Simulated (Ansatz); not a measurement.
System: bcc Mo. Method: PBE in Ansatz (plane waves, PAW).

Settings: plane-wave cutoff 520 eV, 28×28×28 k mesh, Fermi–Dirac smearing 0.084 eV (set by the program), no spin polarisation, scalar-relativistic PAW data made under PBE.

The cell has the measured lattice: a = 3.147 Å, b = 3.147 Å, c = 3.147 Å, α = 90.00°, β = 90.00°, γ = 90.00°.

**Question.** Estimate the Poisson ratio, elastic constant C12, Young modulus, Voigt–Reuss–Hill shear modulus (Hill average), elastic constant C44 and elastic constant C11 that the calculation returns.

**Answer.** 
* **Poisson ratio**: 0.308
* **elastic constant C12**: 172 GPa
* **Young modulus**: 316 GPa
* **Voigt–Reuss–Hill shear modulus (Hill average)**: 121 GPa
* **elastic constant C44**: 103 GPa
* **elastic constant C11**: 478 GPa

Measured, for comparison: elastic constant C12 160 GPa, elastic constant C44 112 GPa, elastic constant C11 478 GPa (0 K, 300 K values taken to 0 K by the source's computed thermal shift; zero-point effects included; as tabulated in Gong and Corso (2024), arXiv:2406.16634). Computed (rounded) less measured: elastic constant C12 +8 %, elastic constant C44 -8 %, elastic constant C11 0.0 %.

Note: shear constants of such metals converge slowly with the k mesh; the cell isn't this level's own, so it is under some stress, which shifts stiffness and frequencies.

Elastic constants are with the ions relaxed.

Static lattice: no zero-point or thermal effects.

Ansatz is a quantum-chemistry and plane-wave program.
